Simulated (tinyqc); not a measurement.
RHF in the sto-3g basis, for H3O+, spin multiplicity 1, step by step (part 1 of 3). Computed by tinyqc, a small Python program that keeps every step (integrals from PySCF). Settings: charge = 1, multiplicity = 1, basis = sto-3g, energy threshold = 1e-08, iteration cap = 85, orthogonalisation = canonical, start = random, DIIS depth = 0, method = RHF. Command: `OMP_NUM_THREADS=1 python tinyqc.py 29678 29679 out.jsonl` (the two numbers bound the seeds that draw the settings). One thread of a shared host (Intel(R) Xeon(R) Processor @ 2.60GHz), about 0.06 s of CPU time with the checks. Later iterations appear only in the table of the cycle.

## One-electron integrals

Geometry (angstrom):
```
atom          x          y         z
O      0.000000   0.000000  0.322000
H      0.930000   0.000000  0.000000
H     -0.465000   0.805000  0.000000
H     -0.465000  -0.805000  0.000000
```

Basis sto-3g: exponents (1/bohr^2) and contraction coefficients of normalised primitives:
```
element  l (shell)    exponent  coefficient
O            s (1)  130.709320     0.154329
O            s (1)   23.808861     0.535328
O            s (1)    6.443608     0.444635
O            s (2)    5.033151    -0.099967
O            s (2)    1.169596     0.399513
O            s (2)    0.380389     0.700115
O            p (3)    5.033151     0.155916
O            p (3)    1.169596     0.607684
O            p (3)    0.380389     0.391957
H            s (1)    3.425251     0.154329
H            s (1)    0.623914     0.535328
H            s (1)    0.168855     0.444635
```

Overlap, kinetic and nuclear-attraction integrals over the contracted functions; the nuclear repulsion is the sum of Za Zb / Rab.

nuclear repulsion = 13.89326119 hartree

overlap S:
```
           1O 1s     1O 2s     1O 2px     1O 2py     1O 2pz      2H 1s      3H 1s      4H 1s
1O 1s   1.000000  0.236704   0.000000   0.000000   0.000000   0.050626   0.050666   0.050666
1O 2s   0.236704  1.000000   0.000000   0.000000   0.000000   0.457278   0.457490   0.457490
1O 2px  0.000000  0.000000   1.000000   0.000000   0.000000   0.362794  -0.181514  -0.181514
1O 2py  0.000000  0.000000   0.000000   1.000000   0.000000   0.000000   0.314234  -0.314234
1O 2pz  0.000000  0.000000   0.000000   0.000000   1.000000  -0.125613  -0.125693  -0.125693
2H 1s   0.050626  0.457278   0.362794   0.000000  -0.125613   1.000000   0.218637   0.218637
3H 1s   0.050666  0.457490  -0.181514   0.314234  -0.125693   0.218637   1.000000   0.218832
4H 1s   0.050666  0.457490  -0.181514  -0.314234  -0.125693   0.218637   0.218832   1.000000
```

kinetic energy T (hartree):
```
            1O 1s      1O 2s     1O 2px     1O 2py     1O 2pz      2H 1s      3H 1s      4H 1s
1O 1s   29.003200  -0.168011   0.000000   0.000000   0.000000  -0.004247  -0.004227  -0.004227
1O 2s   -0.168011   0.808128   0.000000   0.000000   0.000000   0.116041   0.116190   0.116190
1O 2px   0.000000   0.000000   2.528731   0.000000   0.000000   0.249407  -0.124861  -0.124861
1O 2py   0.000000   0.000000   0.000000   2.528731   0.000000   0.000000   0.216157  -0.216157
1O 2pz   0.000000   0.000000   0.000000   0.000000   2.528731  -0.086354  -0.086463  -0.086463
2H 1s   -0.004247   0.116041   0.249407   0.000000  -0.086354   0.760032   0.001808   0.001808
3H 1s   -0.004227   0.116190  -0.124861   0.216157  -0.086463   0.001808   0.760032   0.001843
4H 1s   -0.004227   0.116190  -0.124861  -0.216157  -0.086463   0.001808   0.001843   0.760032
```

nuclear attraction V (hartree):
```
             1O 1s       1O 2s      1O 2px      1O 2py      1O 2pz      2H 1s      3H 1s      4H 1s
1O 1s   -62.231888   -7.564985    0.000014    0.000000    0.014423  -1.662113  -1.663442  -1.663442
1O 2s    -7.564985  -10.647320    0.000148    0.000000    0.171241  -3.883339  -3.885572  -3.885572
1O 2px    0.000014    0.000148  -10.613490    0.000000   -0.000052  -2.741294   1.371777   1.371777
1O 2py    0.000000    0.000000    0.000000  -10.613483    0.000000   0.000000  -2.374706   2.374706
1O 2pz    0.014423    0.171241   -0.000052    0.000000  -10.493915   1.000590   1.001363   1.001363
2H 1s    -1.662113   -3.883339   -2.741294    0.000000    1.000590  -6.042940  -1.471437  -1.471437
3H 1s    -1.663442   -3.885572    1.371777   -2.374706    1.001363  -1.471437  -6.044275  -1.472796
4H 1s    -1.663442   -3.885572    1.371777    2.374706    1.001363  -1.471437  -1.472796  -6.044275
```

core Hamiltonian H = T + V (hartree):
```
             1O 1s      1O 2s     1O 2px     1O 2py     1O 2pz      2H 1s      3H 1s      4H 1s
1O 1s   -33.228688  -7.732996   0.000014   0.000000   0.014423  -1.666360  -1.667669  -1.667669
1O 2s    -7.732996  -9.839192   0.000148   0.000000   0.171241  -3.767298  -3.769382  -3.769382
1O 2px    0.000014   0.000148  -8.084759   0.000000  -0.000052  -2.491886   1.246916   1.246916
1O 2py    0.000000   0.000000   0.000000  -8.084752   0.000000   0.000000  -2.158550   2.158550
1O 2pz    0.014423   0.171241  -0.000052   0.000000  -7.965184   0.914236   0.914900   0.914900
2H 1s    -1.666360  -3.767298  -2.491886   0.000000   0.914236  -5.282908  -1.469629  -1.469629
3H 1s    -1.667669  -3.769382   1.246916  -2.158550   0.914900  -1.469629  -5.284243  -1.470953
4H 1s    -1.667669  -3.769382   1.246916   2.158550   0.914900  -1.469629  -1.470953  -5.284243
```

## Two-electron integrals

Functions are numbered as in S; the eight-fold symmetry (ij|kl) = (ji|kl) = (kl|ij) leaves the list below.

Two-electron integrals (ij|kl) in chemists' order, unique and non-zero (hartree):
```
(11|11) 4.785065    (21|11) 0.741380    (21|21) 0.136873    (22|11) 1.118947
(22|21) 0.256633    (22|22) 0.817206    (31|31) 0.024477    (32|31) 0.037809
(32|32) 0.180518    (33|11) 1.115814    (33|21) 0.256684    (33|22) 0.817023
(33|33) 0.880159    (41|41) 0.024477    (42|41) 0.037809    (42|42) 0.180518
(43|43) 0.047444    (44|11) 1.115814    (44|21) 0.256684    (44|22) 0.817023
(44|33) 0.785270    (44|44) 0.880159    (51|51) 0.024477    (52|51) 0.037809
(52|52) 0.180518    (53|53) 0.047444    (54|54) 0.047444    (55|11) 1.115814
(55|21) 0.256684    (55|22) 0.817023    (55|33) 0.785270    (55|44) 0.785270
(55|55) 0.880159    (61|11) 0.161000    (61|21) 0.029467    (61|22) 0.054873
(61|31) 0.001284    (61|32) 0.002400    (61|33) 0.055056    (61|44) 0.054768
(61|51) -0.000445   (61|52) -0.000831   (61|53) -0.000100   (61|55) 0.054802
(61|61) 0.006426    (62|11) 0.385209    (62|21) 0.089427    (62|22) 0.314529
(62|31) 0.006333    (62|32) 0.048049    (62|33) 0.323143    (62|44) 0.309240
(62|51) -0.002193   (62|52) -0.016636   (62|53) -0.004814   (62|55) 0.310907
(62|61) 0.019616    (62|62) 0.148920    (63|11) 0.259512    (63|21) 0.061035
(63|22) 0.229253    (63|31) 0.013230    (63|32) 0.087881    (63|33) 0.248701
(63|44) 0.218812    (63|51) -0.001314   (63|52) -0.011509   (63|53) -0.006878
(63|55) 0.219991    (63|61) 0.013990    (63|62) 0.131842    (63|63) 0.136813
(64|41) 0.009435    (64|42) 0.054641    (64|43) 0.010026    (64|54) -0.003471
(64|64) 0.021415    (65|11) -0.089853   (65|21) -0.021133   (65|22) -0.079376
(65|31) -0.001314   (65|32) -0.011509   (65|33) -0.079167   (65|44) -0.075761
(65|51) 0.009890    (65|52) 0.058626    (65|53) 0.011205    (65|55) -0.083111
(65|61) -0.004844   (65|62) -0.045649   (65|63) -0.039955   (65|65) 0.035249
(66|11) 0.519448    (66|21) 0.122554    (66|22) 0.493671    (66|31) 0.011413
(66|32) 0.118702    (66|33) 0.526785    (66|44) 0.473623    (66|51) -0.003951
(66|52) -0.041099   (66|53) -0.018406   (66|55) 0.479996    (66|61) 0.027135
(66|62) 0.292004    (66|63) 0.295221    (66|65) -0.102216   (66|66) 0.774606
(71|11) 0.161128    (71|21) 0.029490    (71|22) 0.054916    (71|31) -0.000643
(71|32) -0.001201   (71|33) 0.054883    (71|41) 0.001113    (71|42) 0.002079
(71|43) -0.000125   (71|44) 0.055027    (71|51) -0.000445   (71|52) -0.000832
(71|53) 0.000050    (71|54) -0.000086   (71|55) 0.054845    (71|61) 0.006324
(71|62) 0.018972    (71|63) 0.012649    (71|64) 0.000515    (71|65) -0.004688
(71|66) 0.025920    (71|71) 0.006436    (72|11) 0.385431    (72|21) 0.089478
(72|22) 0.314699    (72|31) -0.003170   (72|32) -0.024044   (72|33) 0.312887
(72|41) 0.005487    (72|42) 0.041624    (72|43) -0.006023   (72|44) 0.319836
(72|51) -0.002195   (72|52) -0.016650   (72|53) 0.002409    (72|54) -0.004171
(72|55) 0.311076    (72|61) 0.018968    (72|62) 0.119853    (72|63) 0.080693
(72|64) 0.012911    (72|65) -0.035686   (72|66) 0.192065    (72|71) 0.019643
(72|72) 0.149068    (73|11) -0.129857   (73|21) -0.030541   (73|22) -0.114712
(73|31) 0.010391    (73|32) 0.062993    (73|33) -0.120753   (73|41) -0.001644
(73|42) -0.014401   (73|43) 0.010817    (73|44) -0.113178   (73|51) 0.000658
(73|52) 0.005760    (73|53) -0.004327   (73|54) 0.001476    (73|55) -0.110078
(73|61) -0.005878   (73|62) -0.029171   (73|63) -0.003475   (73|64) -0.002461
(73|65) 0.008438    (73|66) -0.032977   (73|71) -0.007006   (73|72) -0.066000
(73|73) 0.050329    (74|11) 0.224806    (74|21) 0.052873    (74|22) 0.198587
(74|31) -0.001644   (74|32) -0.014401   (74|33) 0.191674    (74|41) 0.012288
(74|42) 0.079605    (74|43) -0.008708   (74|44) 0.213302    (74|51) -0.001139
(74|52) -0.009972   (74|53) 0.001476    (74|54) -0.006030   (74|55) 0.190564
(74|61) 0.011206    (74|62) 0.076318    (74|63) 0.050845    (74|64) 0.024470
(74|65) -0.022308   (74|66) 0.123340    (74|71) 0.012129    (74|72) 0.114258
(74|73) -0.050014   (74|74) 0.108022    (75|11) -0.089922   (75|21) -0.021149
(75|22) -0.079435   (75|31) 0.000658    (75|32) 0.005760    (75|33) -0.076670
(75|41) -0.001139   (75|42) -0.009972   (75|43) 0.001476    (75|44) -0.078373
(75|51) 0.009897    (75|52) 0.058663    (75|53) -0.005608   (75|54) 0.009708
(75|55) -0.083174   (75|61) -0.004688   (75|62) -0.035691   (75|63) -0.023546
(75|64) -0.003852   (75|65) 0.027094    (75|66) -0.062586   (75|71) -0.004852
(75|72) -0.045703   (75|73) 0.020005    (75|74) -0.034633   (75|75) 0.035292
(76|11) 0.139268    (76|21) 0.032599    (76|22) 0.123557    (76|31) 0.000925
(76|32) 0.008201    (76|33) 0.123743    (76|41) 0.001601    (76|42) 0.014201
(76|43) 0.000408    (76|44) 0.124213    (76|51) -0.001281   (76|52) -0.011360
(76|53) -0.001242   (76|54) -0.002152   (76|55) 0.122584    (76|61) 0.007066
(76|62) 0.057066    (76|63) 0.046954    (76|64) 0.005684    (76|65) -0.019668
(76|66) 0.113643    (76|71) 0.007071    (76|72) 0.057092    (76|73) -0.018565
(76|74) 0.043512    (76|75) -0.019679   (76|76) 0.026493    (77|11) 0.519598
(77|21) 0.122589    (77|22) 0.493788    (77|31) -0.005711   (77|32) -0.059388
(77|33) 0.487037    (77|41) 0.009886    (77|42) 0.102812    (77|43) -0.023030
(77|44) 0.513603    (77|51) -0.003955   (77|52) -0.041125   (77|53) 0.009212
(77|54) -0.015948   (77|55) 0.480113    (77|61) 0.025907    (77|62) 0.192005
(77|63) 0.123284    (77|64) 0.033125    (77|65) -0.062560   (77|66) 0.324091
(77|71) 0.027164    (77|72) 0.292177    (77|73) -0.147729   (77|74) 0.255745
(77|75) -0.102298   (77|76) 0.113643    (77|77) 0.774606    (81|11) 0.161128
(81|21) 0.029490    (81|22) 0.054916    (81|31) -0.000643   (81|32) -0.001201
(81|33) 0.054883    (81|41) -0.001113   (81|42) -0.002079   (81|43) 0.000125
(81|44) 0.055027    (81|51) -0.000445   (81|52) -0.000832   (81|53) 0.000050
(81|54) 0.000086    (81|55) 0.054845    (81|61) 0.006324    (81|62) 0.018972
(81|63) 0.012649    (81|64) -0.000515   (81|65) -0.004688   (81|66) 0.025920
(81|71) 0.006329    (81|72) 0.018983    (81|73) -0.006776   (81|74) 0.010700
(81|75) -0.004692   (81|76) 0.006881    (81|77) 0.025928    (81|81) 0.006436
(82|11) 0.385431    (82|21) 0.089478    (82|22) 0.314699    (82|31) -0.003170
(82|32) -0.024044   (82|33) 0.312887    (82|41) -0.005487   (82|42) -0.041624
(82|43) 0.006023    (82|44) 0.319836    (82|51) -0.002195   (82|52) -0.016650
(82|53) 0.002409    (82|54) 0.004171    (82|55) 0.311076    (82|61) 0.018968
(82|62) 0.119853    (82|63) 0.080693    (82|64) -0.012911   (82|65) -0.035686
(82|66) 0.192065    (82|71) 0.018983    (82|72) 0.119926    (82|73) -0.051574
(82|74) 0.063443    (82|75) -0.035714   (82|76) 0.047002    (82|77) 0.192127
(82|81) 0.019643    (82|82) 0.149068    (83|11) -0.129857   (83|21) -0.030541
(83|22) -0.114712   (83|31) 0.010391    (83|32) 0.062993    (83|33) -0.120753
(83|41) 0.001644    (83|42) 0.014401    (83|43) -0.010817   (83|44) -0.113178
(83|51) 0.000658    (83|52) 0.005760    (83|53) -0.004327   (83|54) -0.001476
(83|55) -0.110078   (83|61) -0.005878   (83|62) -0.029171   (83|63) -0.003475
(83|64) 0.002461    (83|65) 0.008438    (83|66) -0.032977   (83|71) -0.006776
(83|72) -0.051574   (83|73) 0.038480    (83|74) -0.026673   (83|75) 0.015123
(83|76) -0.014964   (83|77) -0.090416   (83|81) -0.007006   (83|82) -0.066000
(83|83) 0.050329    (84|11) -0.224806   (84|21) -0.052873   (84|22) -0.198587
(84|31) 0.001644    (84|32) 0.014401    (84|33) -0.191674   (84|41) 0.012288
(84|42) 0.079605    (84|43) -0.008708   (84|44) -0.213302   (84|51) 0.001139
(84|52) 0.009972    (84|53) -0.001476   (84|54) -0.006030   (84|55) -0.190564
(84|61) -0.011206   (84|62) -0.076318   (84|63) -0.050845   (84|64) 0.024470
(84|65) 0.022308    (84|66) -0.123340   (84|71) -0.010700   (84|72) -0.063443
(84|73) 0.026673    (84|74) -0.017427   (84|75) 0.018471    (84|76) -0.025903
(84|77) -0.090225   (84|81) -0.012129   (84|82) -0.114258   (84|83) 0.050014
(84|84) 0.108022    (85|11) -0.089922   (85|21) -0.021149   (85|22) -0.079435
(85|31) 0.000658    (85|32) 0.005760    (85|33) -0.076670   (85|41) 0.001139
(85|42) 0.009972    (85|43) -0.001476   (85|44) -0.078373   (85|51) 0.009897
(85|52) 0.058663    (85|53) -0.005608   (85|54) -0.009708   (85|55) -0.083174
(85|61) -0.004688   (85|62) -0.035691   (85|63) -0.023546   (85|64) 0.003852
(85|65) 0.027094    (85|66) -0.062586   (85|71) -0.004692   (85|72) -0.035714
(85|73) 0.015123    (85|74) -0.018471   (85|75) 0.027114    (85|76) -0.015714
(85|77) -0.062611   (85|81) -0.004852   (85|82) -0.045703   (85|83) 0.020005
(85|84) 0.034633    (85|85) 0.035292    (86|11) 0.139268    (86|21) 0.032599
(86|22) 0.123557    (86|31) 0.000925    (86|32) 0.008201    (86|33) 0.123743
(86|41) -0.001601   (86|42) -0.014201   (86|43) -0.000408   (86|44) 0.124213
(86|51) -0.001281   (86|52) -0.011360   (86|53) -0.001242   (86|54) 0.002152
(86|55) 0.122584    (86|61) 0.007066    (86|62) 0.057066    (86|63) 0.046954
(86|64) -0.005684   (86|65) -0.019668   (86|66) 0.113643    (86|71) 0.006881
(86|72) 0.047002    (86|73) -0.014964   (86|74) 0.025903    (86|75) -0.015714
(86|76) 0.022032    (86|77) 0.077385    (86|81) 0.007071    (86|82) 0.057092
(86|83) -0.018565   (86|84) -0.043512   (86|85) -0.019679   (86|86) 0.026493
(87|11) 0.139394    (87|21) 0.032629    (87|22) 0.123669    (87|31) -0.001852
(87|32) -0.016421   (87|33) 0.124565    (87|44) 0.123617    (87|51) -0.001282
(87|52) -0.011371   (87|53) 0.002489    (87|55) 0.122694    (87|61) 0.006882
(87|62) 0.047018    (87|63) 0.029929    (87|65) -0.015716   (87|66) 0.077433
(87|71) 0.007078    (87|72) 0.057148    (87|73) -0.028447   (87|74) 0.037862
(87|75) -0.019699   (87|76) 0.022050    (87|77) 0.113764    (87|81) 0.007078
(87|82) 0.057148    (87|83) -0.028447   (87|84) -0.037862   (87|85) -0.019699
(87|86) 0.022050    (87|87) 0.026544    (88|11) 0.519598    (88|21) 0.122589
(88|22) 0.493788    (88|31) -0.005711   (88|32) -0.059388   (88|33) 0.487037
(88|41) -0.009886   (88|42) -0.102812   (88|43) 0.023030    (88|44) 0.513603
(88|51) -0.003955   (88|52) -0.041125   (88|53) 0.009212    (88|54) 0.015948
(88|55) 0.480113    (88|61) 0.025907    (88|62) 0.192005    (88|63) 0.123284
(88|64) -0.033125   (88|65) -0.062560   (88|66) 0.324091    (88|71) 0.025928
(88|72) 0.192127    (88|73) -0.090416   (88|74) 0.090225    (88|75) -0.062611
(88|76) 0.077385    (88|77) 0.324204    (88|81) 0.027164    (88|82) 0.292177
(88|83) -0.147729   (88|84) -0.255745   (88|85) -0.102298   (88|86) 0.113643
(88|87) 0.113764    (88|88) 0.774606
```

## Orthogonalisation

S = U s U^T; canonical form X = U s^(-1/2), so that X^T S X = 1. Each column of U has its largest component positive (the first on a tie).

eigenvalues of S: 0.342508  0.432919  0.433049  0.932376  1.053849  1.348249  1.348379  2.108672

X:
```
                1          2          3          4          5          6          7          8
1O 1s   -0.340701   0.000000   0.000499   0.742647   0.624525   0.000000   0.000092   0.128796
1O 2s    1.312283   0.000000  -0.001459  -0.134175   0.206042   0.000000   0.000151   0.406619
1O 2px  -0.001361   0.000000  -0.937494   0.000035  -0.000049   0.000000   0.677763  -0.000120
1O 2py   0.000000   0.937460   0.000000   0.000000   0.000000   0.677874   0.000000   0.000000
1O 2pz  -0.326825   0.000000   0.000305  -0.677290   0.697591   0.000000   0.000004  -0.104156
2H 1s   -0.568589   0.000000   0.977161  -0.121545  -0.099688   0.000000   0.433886   0.306185
3H 1s   -0.570687  -0.845893  -0.487579  -0.121461  -0.099617   0.375626  -0.216808   0.306355
4H 1s   -0.570687   0.845893  -0.487579  -0.121461  -0.099617  -0.375626  -0.216808   0.306355
```

## Starting guess

The start is random orthonormal orbitals; D = 2 C_occ C_occ^T.

D at the start:
```
            1O 1s      1O 2s     1O 2px     1O 2py     1O 2pz      2H 1s      3H 1s      4H 1s
1O 1s    0.306788   0.029747  -0.004182   0.342390   0.279224   0.364289   0.276590   0.096317
1O 2s    0.029747   2.760623  -0.066767  -0.572055  -0.502663  -1.004294  -0.270684  -2.167789
1O 2px  -0.004182  -0.066767   2.125941  -0.387805   0.780560  -1.336349   0.881211   0.537106
1O 2py   0.342390  -0.572055  -0.387805   2.158424   0.493253   0.058596  -0.443679   0.591647
1O 2pz   0.279224  -0.502663   0.780560   0.493253   0.994154   0.458653  -0.002655   0.421662
2H 1s    0.364289  -1.004294  -1.336349   0.058596   0.458653   2.984655  -0.648441   0.132579
3H 1s    0.276590  -0.270684   0.881211  -0.443679  -0.002655  -0.648441   1.810038   0.932629
4H 1s    0.096317  -2.167789   0.537106   0.591647   0.421662   0.132579   0.932629   2.093409
```
